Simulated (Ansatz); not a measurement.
# AlNH (quartet): from Hartree-Fock to the top rungs, def2-QZVPP

The task here is to estimate one member of a computed series from the others.

Method: def2-QZVPP, core rule «outside noble gas», up to 6 orbitals frozen; program: Ansatz 0.2.0, Gaussian basis.

Plan: UHF; ROHF; CCSD(T) on UHF.

## What is computed

The geometry is a PBE0/def2-TZVP stationary point (not a proven minimum).

3 atoms, charge 0, spin multiplicity 4.

Atoms are counted from 1 here; the program's logs count them from 0.

Bond lengths: Al1–N2 1.909 Å, N2–H3 1.029 Å. Angles: Al1–N2–H3 108.4°.

Set-up of the first run:

Contents of in.yaml:

```yaml
crystal:
  periodic: [false, false, false]
  atoms:
    - {symbol: Al, position_ang: [0.000000, -0.031887, 0.689947]}
    - {symbol: N, position_ang: [0.000000, 0.120874, -1.212902]}
    - {symbol: H, position_ang: [0.000000, -0.826124, -1.614269]}
basis:
  gaussian: {orbitals: "def2-QZVPP.json"}
magnetization: {spin_polarized: true, initial_magnetization: 3}
hamiltonian: {xc: hf}
output: {orbitals: {seedname: orbitals}}
```

Launch:

```bash
> ansatz run in.yaml --threads 1 --pin off --events-out ev --progress --plain --max-ram 2393MiB
```

Among the steps run: UHF; ROHF; CCSD(T) on UHF.

One of the session's tables, all rows but one given; the rest of the session is left out.

```
  method  from UCCSD(T) (kJ/mol)
    ROHF                  +665.7
     UHF                       ?
    UMP2                   +74.9
   UCCSD                   +27.2
UCCSD(T)                       0
```

Q: Estimate the row for UHF from the others.

The run gave: from UCCSD(T) (kJ/mol): +647.8. In the column «from UCCSD(T) (kJ/mol)» it lies between UMP2 (+74.9) and ROHF (+665.7).
